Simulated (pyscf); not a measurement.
Substitution at O: boric acid (HO–B(OH)–OH) + H atom (H•) → water (H₂O) + [HO–B–OH]•

Gas phase, doublet surface, charge 0. Bonds broken: O1–B2. Bonds formed: O1–H8. Structures and frequencies: ωB97X-D3(BJ)/def2-SVP in PySCF. MP2 and CC: frozen core, UHF for open shells. ΔMP2 is the change of the MP2 total energy from the triple- to the quadruple-zeta basis.

Transition state (Å):

```xyz
8

O      0.4405     0.0531    -0.7323
B     -0.9349     0.2492    -0.1159
O     -1.8585     0.8549    -0.9439
O     -1.3191    -0.8174     0.6691
H      1.0499    -0.2196    -0.0168
H     -1.4944     1.6229    -1.3944
H     -2.2797    -0.8389     0.7651
H      0.5579    -0.7295    -1.5236
```

One imaginary mode, 1808i cm⁻¹; descent along it reached the two sides named.

```
bond   change  reactant side (Å)  saddle  product side
-----  ------  -----------------  ------  ------------
O1–B2  breaks              1.370   1.520           2.8
O1–H8   forms                3.3   1.119         0.967
```

Electronic energies relative to the separated reactants (eV):

```csv
level,barrier,reaction energy,reverse barrier
ωB97X-D3(BJ)/def2-TZVP,1.82,+1.32,0.50
PBE/def2-TZVP,1.20,+1.15,0.05
r²SCAN/def2-TZVP,1.33,+1.17,0.16
B3LYP-D3(BJ)/def2-TZVP,1.41,+1.16,0.24
PBE0-D3(BJ)/def2-TZVP,1.48,+1.25,0.23
M06-2X/def2-TZVP,1.64,+1.30,0.33
ωB97M-D3(BJ)/def2-TZVP,1.69,+1.33,0.35
HF/def2-TZVP,2.68,+1.41,1.27
MP2/def2-QZVPP,1.79,+1.31,0.47
CCSD/def2-TZVPP,1.81,+1.20,0.61
CCSD(T)/def2-TZVPP,1.72,+1.21,0.50
CCSD(T)/def2-TZVPP + ΔMP2(QZVPP),1.66,+1.19,0.47
```

With CCSD(T)/def2-TZVPP + ΔMP2(QZVPP) energies and thermal terms (ideal gas, 1 atm, RRHO with modes under 100 cm⁻¹ raised to 100, one conformer, R ln 2 for chiral ones without a mode under 150 cm⁻¹), in eV:

```
T (K)   ΔH‡   ΔG‡     ΔH     ΔG
-----  ----  ----  -----  -----
298    1.65  1.89  +1.30  +1.11
600    1.63  2.15  +1.26  +0.92
900    1.61  2.42  +1.21  +0.76
1200   1.59  2.69  +1.15  +0.61
```

One saddle was located; it need not be the lowest between these sides. The angle at the attacked O is 118°. The CCSD(T) − MP2 part came from Ansatz, without density fitting, on the same reference.
